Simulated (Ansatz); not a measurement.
# AlHO (singlet): wave-function methods side by side at distance O2–H3 = 1.059 Å, 6-31G

One table from this session's results is given with a row withheld; the runs are named, their logs left out.

Program: Ansatz 0.2.0, Gaussian basis. Level of theory: 6-31G, core rule «outside noble gas», up to 6 orbitals frozen. These are calculated values, not measurements.

The runs, in order: UHF; CCSD(T) on RHF; BCCD(T) on RHF; CISD; CCSDT(Q) on RHF; CISDTQ; CCSDTQ on RHF; CASSCF and MRCISD+Q, 2 electrons in 2 orbitals; CASSCF and NEVPT2, 2 electrons in 2 orbitals; Full CI.

29 further runs of the same task are left out: 16 for a known fault of the program, 8 that didn't finish, 5 set aside as unsound or not needed.

## What is computed

The geometry derives from a PBE0/def2-TZVP stationary point (not a proven minimum). One bond is set to the value named and the two fragments are kept rigid.

3 atoms, charge 0, spin multiplicity 1.

Atoms are counted from 1 here; the program's logs count them from 0.

Bond lengths: Al1–O2 1.674 Å, O2–H3 1.059 Å. Angles: Al1–O2–H3 180.0°.

The first run:

Input file in.yaml:

```yaml
crystal:
  periodic: [false, false, false]
  atoms:
    - {symbol: Al, position_ang: [0.000000, 0.000000, 1.469313]}
    - {symbol: O, position_ang: [0.000000, 0.000000, -0.205157]}
    - {symbol: H, position_ang: [0.000000, 0.000000, -1.264157]}
basis:
  gaussian: {orbitals: 6-31G}
magnetization: {spin_polarized: true, initial_magnetization: 0}
hamiltonian: {xc: hf}
output: {orbitals: {seedname: orbitals}}
```

Run with:

```sh
$ ansatz run in.yaml --threads 1 --pin off --events-out ev --progress --plain --max-ram 2393MiB
```

Steps of the session up to this table: UHF; CCSD(T) on RHF; BCCD(T) on RHF; CISD; CCSDT(Q) on RHF; CISDTQ; CCSDTQ on RHF; CASSCF and MRCISD+Q, 2 electrons in 2 orbitals; CASSCF and NEVPT2, 2 electrons in 2 orbitals; Full CI.

One table of the session follows, with a row left open; its other results are not shown here.

It belongs to the step «Misses and costs». 

| method | from FCI (kcal/mol) |
| --- | --- |
| RHF | +108.82 |
| RMP2 | +9.87 |
| CISD | +10.01 |
| RCCSD | +2.50 |
| RCCSD(T) | +0.57 |
| BCCD(T) | +0.45 |
| RCCSDT | +0.43 |
| CISDTQ | +0.53 |
| RCCSDT(Q) | -0.06 |
| RCCSDTQ | 0.00 |
| CASSCF pair | +94.14 |
| NEVPT2 pair | ? |
| MRCISD pair | +8.02 |
| MRCISD+Q pair | +1.48 |
| FCI | 0 |

**Question.** Estimate the row for NEVPT2 pair.

The run gave: from FCI (kcal/mol): +7.92. In the column «from FCI (kcal/mol)» it lies between RCCSD (+2.50) and MRCISD pair (+8.02).

Limits of these values: RCCSDT(Q) falls below full CI, which methods that aren't variational can do.
